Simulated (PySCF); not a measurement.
**HS, SMILES `[SH]` (charge 0, multiplicity 2)**

The numbers are results of TPSSh-D3(BJ)/def2-TZVP in PySCF 2.14.0, not measurements.

```
Item                                                  Value
-----------------------------  ----------------------------
highest occupied spin orbital                      -6.76 eV
dipole moment                                        0.88 D
total energy                                   -398.7717 Ha
cost                           very roughly 10 core-seconds
```

Bonds (Å): S1–H2 1.347.
Charge 0, spin multiplicity 2.
